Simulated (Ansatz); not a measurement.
Eight cases of bond dissociation energy with Al to Br (electronic energies, kJ/mol), geometries: B3LYP-D3(BJ)/def2-TZVP. Functionals by Ansatz (a first-principles code) in def2-TZVPD; columns hold the difference against the high level (Ansatz, AFQMC by cisd_afqmc): A = CCSD(T)/CBS(cc-pV(Q+d)Z,cc-pV(5+d)Z) + [CCSDT(Q) - CCSD(T)]/cc-pV(Q+d)Z + [CCSDTQ - CCSDT(Q)]/cc-pV(D+d)Z + core + X2C; B = CCSD(T)/CBS(cc-pV(T+d)Z,cc-pV(Q+d)Z) + [CCSDT(Q) - CCSD(T)]/cc-pV(D+d)Z + core + X2C; C = CCSD(T)/CBS(cc-pVQZ,cc-pV5Z) + [CCSDT(Q) - CCSD(T)]/cc-pVTZ + [CCSDTQ - CCSDT(Q)]/cc-pVDZ; D = CCSD(T)/CBS(cc-pVTZ,cc-pVQZ) + [CCSDT(Q) - CCSD(T)]/cc-pVDZ. The cases were drawn at random from those of this class that have a high level and all functionals, leaving out states under which another spin lies or may lie. Left out are anions, K, Ca, elements past Kr, ionisation of Li, Na and Mg, pi-pi* triplets of linear molecules and other triplets made from a closed-shell parent. Runs that doubt their state, and full CI more than 15 mEh from coupled cluster, are set aside; a case stays where another high level and all functionals remain. AFQMC serves as high level only in triple zeta or larger, with a steady walk, a bar under 0.8 kcal/mol and agreement with other high levels or trials where they ran; where none ran, an unstable determinant or (outside 3d species) a high T1 diagnostic also bars it, so strongly correlated cases are thinned. No case was kept or dropped by the size of a functional's miss. Each difference is the functional minus the high level; affinities count positive where energy is released, gaps as the second state minus the first. Open shells are spin-unrestricted; no spin-orbit coupling. Cores are frozen in correlated methods (noble-gas shells, and filled d and f shells in the p block). Rows without X2C or -DK are non-relativistic. CBS(X,Y): correlation extrapolated as X^-3, Hartree-Fock from the larger set (Q,5: extrapolated as (X+1)exp(-9√X)). A bracket is a step between two methods taken in the basis named. Functionals run without relativity, which enters their misses. Double hybrids freeze cores in their MP2 part. 'core' is core correlation in cc-pwCVTZ (1s frozen past Ne), 'X2C' scalar relativity in cc-pVTZ-DK, both at CCSD(T). Where a partner has so few electrons that a lower coupled-cluster level is exact, that level stands in. Spin-orbit terms, left out, reach several kcal/mol for Br and I, and more for heavier atoms.

```
case                                                                                                                level  value
------------------------------------------------------------------------------------------------------------------  -----  -----
Si2H5Cl (chloro(silyl)silane, SMILES [SiH3][SiH2]Cl) → Si2H4Cl (SMILES [SiH2]([SiH2])Cl, doublet) + H (doublet)         B  392.2
SiN2H6 (SMILES N[SiH2]N) → SiNH4 (SMILES N[SiH2], doublet) + NH2 (SMILES [NH2], doublet)                                B  473.9
SiN2H6 (SMILES N[SiH2]N) → SiN2H5 (SMILES N[SiH]N, doublet) + H (doublet)                                               B  413.7
BNH3Br (SMILES NBBr) → BNH2Br (SMILES [NH]BBr, doublet) + H (doublet)                                                   D  527.7
GeH3Br (bromogermane, SMILES [GeH3][Br]) → GeH2Br (SMILES [GeH2][Br], doublet) + H (doublet)                            C  366.9
SiP2H6 (phosphanylsilylphosphane, SMILES P[SiH2]P) → SiPH4 (SMILES [SiH2]P, doublet) + PH2 (SMILES [PH2], doublet)      B  308.0
BP2H5 (SMILES PBP) → BPH3 (SMILES [BH]P, doublet) + PH2 (SMILES [PH2], doublet)                                         B  370.1
PH3 (SMILES P) → PH2 (SMILES [PH2], doublet) + H (doublet)                                                              A  366.6
```

Q: Predict the difference of PBE, CAM-B3LYP, B2PLYP for each case and sum up.

A: 
```json
[
 {"case": "Si2H5Cl (chloro(silyl)silane, SMILES [SiH3][SiH2]Cl) → Si2H4Cl (SMILES [SiH2]([SiH2])Cl, doublet) + H (doublet)", "PBE": "-24.1", "CAM-B3LYP": "-3.4", "B2PLYP": "-9.3"},
 {"case": "SiN2H6 (SMILES N[SiH2]N) → SiNH4 (SMILES N[SiH2], doublet) + NH2 (SMILES [NH2], doublet)", "PBE": "-34.8", "CAM-B3LYP": "-22.2", "B2PLYP": "-22.1"},
 {"case": "SiN2H6 (SMILES N[SiH2]N) → SiN2H5 (SMILES N[SiH]N, doublet) + H (doublet)", "PBE": "-35.1", "CAM-B3LYP": "-9.2", "B2PLYP": "-14.0"},
 {"case": "BNH3Br (SMILES NBBr) → BNH2Br (SMILES [NH]BBr, doublet) + H (doublet)", "PBE": "-30.0", "CAM-B3LYP": "-13.3", "B2PLYP": "-15.2"},
 {"case": "GeH3Br (bromogermane, SMILES [GeH3][Br]) → GeH2Br (SMILES [GeH2][Br], doublet) + H (doublet)", "PBE": "-22.9", "CAM-B3LYP": "-3.0", "B2PLYP": "-10.0"},
 {"case": "SiP2H6 (phosphanylsilylphosphane, SMILES P[SiH2]P) → SiPH4 (SMILES [SiH2]P, doublet) + PH2 (SMILES [PH2], doublet)", "PBE": "-18.6", "CAM-B3LYP": "-27.1", "B2PLYP": "-21.8"},
 {"case": "BP2H5 (SMILES PBP) → BPH3 (SMILES [BH]P, doublet) + PH2 (SMILES [PH2], doublet)", "PBE": "-9.0", "CAM-B3LYP": "-20.2", "B2PLYP": "-15.7"},
 {"case": "PH3 (SMILES P) → PH2 (SMILES [PH2], doublet) + H (doublet)", "PBE": "-12.3", "CAM-B3LYP": "-5.7", "B2PLYP": "-10.2"}
]
```
PBE: mean -23.3, mean absolute 23.3, median absolute 23.5, largest -35.1; CAM-B3LYP: mean -13.0, mean absolute 13.0, median absolute 11.3, largest -27.1; B2PLYP: mean -14.8, mean absolute 14.8, median absolute 14.6, largest -22.1 kJ/mol. PBE lies above in 0 and below in 8 of the eight.
